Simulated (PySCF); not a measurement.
# CH3O−: NMR shifts and spin-spin couplings

Aim: predict the NMR shifts and spin-spin couplings of CH3O− (`C[O-]`).

The runs use PySCF 2.14.0, with density-fitted response routines of our own; the level of theory stands in each step. All values are computed, except where a source is named. Atoms count from 0, in the outputs and in this text.

### 1 The molecule as given

5 atoms, charge -1, multiplicity 1; geometry from: GFN2-xTB.

Bonds of the start (Å): C0–O1 1.29, C0–H2 1.16, C0–H3 1.16, C0–H4 1.16.

### 2 NMR shieldings: PBE0/pcSseg-1

Job settings and geometry (Å):

```
{"job": {"kind": "nmr", "xc": "PBE0", "basis": "pcSseg-1"}, "charge": -1, "multiplicity": 1}
C      0.044272    -0.002856    -0.008288
O      1.324778    -0.109899    -0.156759
H     -0.358201    -0.216123     1.054937
H     -0.403839     1.037492    -0.242007
H     -0.598388    -0.705763    -0.665069
```

Level: GIAO PBE0/pcSseg-1 NMR shielding, non-relativistic, gas phase.

**Question.** This job is followed by: B3LYP/pcJ-1 indirect spin-spin coupling, non-relativistic, gas phase. Predict these results of the whole session: ¹³C shifts against TMS (PBE0/pcSseg-1); ¹H shifts against TMS (PBE0/pcSseg-1, means over atoms taken as alike); ¹⁷O shifts against H2O (PBE0/pcSseg-1); largest coupling of the table (B3LYP/pcJ-1).

**Answer**, as computed:

| quantity | value |
| --- | --- |
| ¹³C shifts against TMS (PBE0/pcSseg-1) | 77.0 ppm |
| ¹H shifts against TMS (PBE0/pcSseg-1, means over atoms taken as alike) | 6.81 ppm |
| ¹⁷O shifts against H2O (PBE0/pcSseg-1) | 79.8 ppm |
| largest coupling of the table (B3LYP/pcJ-1) | ¹J(C,H) C0–H2, 118.7 Hz |

In words: At PBE0/pcSseg-1: The widest tensor belongs to O1: span 194 ppm, with a paramagnetic part of -144 ppm. Of the pairs tabulated at B3LYP/pcJ-1, C0–H2 (mean over like pairs) couples most strongly (118.7 Hz; Fermi contact 117.3 Hz). At PBE0/pcSseg-1 the HOMO lies above zero (+1.47 eV), as often for anions in the gas phase: self-interaction error lifts it, or the electron is held by the finite basis alone; counter-ions and solvent are missing.
